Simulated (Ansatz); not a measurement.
Zinc-blende InAs: polycrystal shear modulus by level of theory

No measured value is used here.

| level (code) | value (GPa) | cell (Å³/atom) |
|---|---|---|
| LDA (Ansatz) | 28.3 | 27.35 |
| PBE (Ansatz) | 25.4 | 29.59 |
| PBE+SOC (Ansatz) | 25.4 | 29.57 |
| PBEsol (Ansatz) | 26.7 | 28.20 |
| PBEsol+SOC (Ansatz) | 26.7 | 28.17 |
| revPBE (Ansatz) | 24.8 | 30.31 |
| PBE-D3(BJ) (Ansatz) | 25.6 | 28.53 |
| r²SCAN (Ansatz) | 28.9 | 28.49 |
| r²SCAN+rVV10 (Ansatz) | 28.6 | 28.13 |
| r²SCANh (Ansatz) | 30.4 | 28.24 |

LDA, PBE, PBE+SOC, PBEsol, PBEsol+SOC, revPBE, PBE-D3(BJ): the solid has no gap at this level, which affects its response. PBE-D3(BJ): the dispersion coefficients are held fixed in the derivatives. Each level is taken at its own relaxed cell. Cutoffs and k meshes differ between the levels. Ansatz's density-functional and Hartree–Fock values are scalar-relativistic unless marked +SOC, with PAW data made under PBE.

Ansatz is an electronic-structure program.
